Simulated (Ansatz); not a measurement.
# Barium, bcc under r²SCAN: convergence with the plane-wave cutoff

How high must the plane-wave cutoff be for energy and pressure to settle? The geometry was relaxed under r²SCAN beforehand and stays fixed; 9 values are run, from 150 to 800 eV. Wanted are the values from which on the energy stays within 10 and 1 meV/atom, and the pressure within 0.5 GPa, of the last run. Within the series other settings stay, but some runs also write fields, which adds to their time. Spin polarisation is left out.

Method: DFT r²SCAN, plane waves with PAW, scalar-relativistic, in Ansatz 0.2.0.

**1. The system as given**

Symmetry: Im-3m, No. 229, cubic system. The conventional cell has a = 5.074 Å, b = 5.074 Å, c = 5.074 Å, α = 90.00°, β = 90.00°, γ = 90.00°. Ba (site symmetry m-3m) is surrounded by 8 Ba at 4.39 Å.

As a file:

```
CELL_PARAMETERS angstrom
-2.53679 2.53679 2.53679
2.53679 -2.53679 2.53679
2.53679 2.53679 -2.53679
ATOMIC_POSITIONS crystal
Ba 0.00000 0.00000 0.00000
```

**2. The usual settings first**

File input.yaml:

```yaml
crystal:
  lattice:
    - [-2.5367939014, 2.5367939014, 2.5367939014]
    - [2.5367939014, -2.5367939014, 2.5367939014]
    - [2.5367939014, 2.5367939014, -2.5367939014]
  atoms:
    - { symbol: Ba, position: [0.0, 0.0, 0.0] }
hamiltonian:
  xc: r2scan
  pseudopotentials:
    kind: paw
    azcp:
      Ba: "pseudopotentials/Ba.paw.azcp"
basis:
  ecutwfc: 500
  fft_grid_basis: typed
kpoints:
  mp_grid: { grid: [14, 14, 14], shift: [0, 0, 0] }
magnetization:
  spin_polarized: false
scf:
  occupations: { method: fermi_dirac, width: 0.1 }
  lower_state_search: "off"
output:
  stress: true
```

The run is started by

```bash
$ ansatz run input.yaml --threads 2 --pin off --max-ram 5120MiB --backend cpu --events-out ev --progress --plain --runs-dir out
```

**3. Cutoff 150 eV**

The run at 150 eV.

Edit input.yaml of step 2 so:

```diff
@@ -14,6 +14,6 @@
 basis:
-  ecutwfc: 500
+  ecutwfc: 150
   fft_grid_basis: typed
 kpoints:
-  mp_grid: { grid: [14, 14, 14], shift: [0, 0, 0] }
+  mp_grid: { grid: [9, 9, 9], shift: [0, 0, 0] }
 magnetization:
```

**4. Cutoff 200 eV**

The run at 200 eV.

Edit input.yaml of step 3 so:

```diff
@@ -14,3 +14,3 @@
 basis:
-  ecutwfc: 150
+  ecutwfc: 200
   fft_grid_basis: typed
```

**5. Cutoff 250 eV**

The run at 250 eV.

Edit input.yaml of step 4 so:

```diff
@@ -14,3 +14,3 @@
 basis:
-  ecutwfc: 200
+  ecutwfc: 250
   fft_grid_basis: typed
```

**6. Cutoff 300 eV**

The run at 300 eV.

Edit input.yaml of step 5 so:

```diff
@@ -14,3 +14,3 @@
 basis:
-  ecutwfc: 250
+  ecutwfc: 300
   fft_grid_basis: typed
```

**7. Cutoff 350 eV**

The run at 350 eV.

Edit input.yaml of step 6 so:

```diff
@@ -14,3 +14,3 @@
 basis:
-  ecutwfc: 300
+  ecutwfc: 350
   fft_grid_basis: typed
@@ -25 +25,5 @@
   stress: true
+  write_density: true
+  write_potential: true
+  elf: true
+  volumetric_format: npy
```

**8. Cutoff 420 eV**

The run at 420 eV.

Edit input.yaml of step 7 so:

```diff
@@ -14,3 +14,3 @@
 basis:
-  ecutwfc: 350
+  ecutwfc: 420
   fft_grid_basis: typed
@@ -25,5 +25 @@
   stress: true
-  write_density: true
-  write_potential: true
-  elf: true
-  volumetric_format: npy
```

**9. Cutoff 500 eV**

The run at 500 eV.

Edit input.yaml of step 8 so:

```diff
@@ -14,3 +14,3 @@
 basis:
-  ecutwfc: 420
+  ecutwfc: 500
   fft_grid_basis: typed
@@ -25 +25,5 @@
   stress: true
+  write_density: true
+  write_potential: true
+  elf: true
+  volumetric_format: npy
```

**10. Cutoff 600 eV**

The run at 600 eV.

Edit input.yaml of step 9 so:

```diff
@@ -14,3 +14,3 @@
 basis:
-  ecutwfc: 500
+  ecutwfc: 600
   fft_grid_basis: typed
@@ -25,5 +25 @@
   stress: true
-  write_density: true
-  write_potential: true
-  elf: true
-  volumetric_format: npy
```

**11. Cutoff 800 eV**

The run at 800 eV.

Edit input.yaml of step 10 so:

```diff
@@ -14,3 +14,3 @@
 basis:
-  ecutwfc: 600
+  ecutwfc: 800
   fft_grid_basis: typed
@@ -25 +25,5 @@
   stress: true
+  write_density: true
+  write_potential: true
+  elf: true
+  volumetric_format: npy
```

(Steps that only read results are left out.)

Before running it: what results should come out?

**Answer**, as computed:

| quantity | value |
| --- | --- |
| E(σ → 0) stays within 10 meV/atom of 800 eV | from 350 eV on |
| E(σ → 0) stays within 1 meV/atom | from 420 eV on |
| pressure stays within 0.5 GPa | from 150 eV on |
| pressure at 800 eV | 0.01 GPa |
| CPU time, dearest over cheapest | 6.7 |
| run at the usual settings (mesh 14×14×14 against the series' 9×9×9, 500 eV) | +0.5 meV/atom from 800 eV, 0.00 GPa |

In words: At 150 eV the energy differs by +2193 meV/atom and the pressure by +0.1 GPa. Each step up in cutoff lowers the energy. Total energies within 1 meV/atom need 420 eV; differences between like structures often settle sooner. The cell taken over is 4 % larger than the measured one (62.50 Å³/atom, COD).
